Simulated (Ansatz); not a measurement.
Input file:

```yaml
crystal:
  periodic: [false, false, false]
  atoms:
    - {symbol: Si, position_ang: [0.000000, 0.000000, 0.000000]}
    - {symbol: Si, position_ang: [0.000000, 0.000000, 3.152000]}
basis:
  gaussian: {orbitals: 6-31G}
magnetization: {spin_polarized: false, initial_magnetization: 2}
correlation: {method: fci, electrons: outside_noble_gas}
```

```sh
$ ansatz run in.yaml --threads 1 --pin off --events-out ev --progress --plain --max-ram 2393MiB
```

Log:

```
493 factors; integrals over basis functions are off by at most 3.3e-8 eV
mean field evaluation 1: about -15717.4938 eV, gradient 2.8e0 eV
mean field evaluation 2: about -15717.4955 eV, gradient 2.8e0 eV
mean field evaluation 4: about -15717.5816 eV, gradient 1.5e-1 eV
mean field evaluation 8: about -15717.5818 eV, gradient 2.1e-2 eV
mean field evaluation 16: about -15717.5818 eV, gradient 4.5e-6 eV
mean field evaluation 32: about -15717.9654 eV, gradient 1.5e0 eV
mean field evaluation 64: about -15716.7537 eV, gradient 1.1e-6 eV
mean field evaluation 96: about -15717.6496 eV, gradient 6.5e-1 eV
mean field evaluation 128: about -15718.4274 eV, gradient 1.3e-1 eV
mean field evaluation 160: about -15717.8557 eV, gradient 2.4e0 eV
mean field evaluation 192: about -15716.7868 eV, gradient 4.9e-4 eV
mean field -15718.42848548 eV, -577.6415925078 hartree, gradient 1.9e-6 eV, S^2 2.000000; 22 other end points of the search recorded, 0 dependent functions left out
mean field evaluation 224: about -15717.7978 eV, gradient 1.3e0 eV
mean field evaluation 256: about -15718.8000 eV, gradient 1.0e-1 eV
mean field evaluation 288: about -15718.5986 eV, gradient 4.4e-3 eV
determinant -15718.19661293 eV, -577.6330713488 hartree, with singles and doubles -15720.47000942 eV, -577.7166171290 hartree
determinant -15717.58178804 eV, -577.6104769508 hartree, with singles and doubles -15720.83687421 eV, -577.7300991611 hartree
determinant -15716.78675978 eV, -577.5812602011 hartree, with singles and doubles -15719.33307592 eV, -577.6748355936 hartree
determinant -15716.75367581 eV, -577.5800443876 hartree, with singles and doubles -15720.52758245 eV, -577.7187328986 hartree
determinant -15718.19661293 eV, -577.6330713488 hartree, with singles and doubles -15720.47824434 eV, -577.7169197566 hartree
determinant -15717.58178804 eV, -577.6104769508 hartree, with singles and doubles -15720.83960551 eV, -577.7301995346 hartree
determinant -15716.75367581 eV, -577.5800443876 hartree, with singles and doubles -15720.54029711 eV, -577.7192001540 hartree
unrestricted determinant -15718.80011790 eV, -577.6552497473 hartree, S^2 2.9685
10 core orbitals not correlated: weight in the atoms' cores, before any rotation towards them, 1.000 or more for the frozen orbitals, at most 0.000 for the correlated occupied ones
reference -15718.19661293 eV, -577.6330713488 hartree; 5, 3 occupied and 11, 13 virtual orbitals, 493 factors
state -15721.18333958 eV, -577.7428315286 hartree
10 core orbitals not correlated: weight in the atoms' cores, before any rotation towards them, 1.000 or more for the frozen orbitals, at most 0.000 for the correlated occupied ones
state -15721.18394453 eV, -577.7428537603 hartree
Total energy: -15721.18394453 eV, -577.7428537603 hartree
```

Natural occupations: 1.9559 1.9394 1.8249 0.8852 0.8852 0.1689 0.1488 0.1488 0.0100 0.0063 0.0061 0.0061 0.0058 0.0032 0.0026 0.0026.

Ran on 1 thread of Arm Neoverse V2, shared host: 19 s wall, 0.18 GiB peak host memory.
